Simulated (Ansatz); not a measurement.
Rock-salt TiC was calculated with PBEsol (Ansatz, a program for electronic structure, plane waves, PAW).

Numerical settings: plane-wave cutoff 560 eV, 16×16×16 k mesh, Fermi–Dirac smearing 0.1 eV, perturbation theory, no spin polarisation, scalar-relativistic PAW data made under PBE.

The cell has the measured lattice: a = b = c = 4.3270 Å, α = β = γ = 90.00°.

Task: What does this level give for the TO(Γ) frequency?

Result: 
* **TO(Γ) frequency**: 518 cm⁻¹

Note: the cell isn't this level's own, so it is under some stress, which shifts stiffness and frequencies.
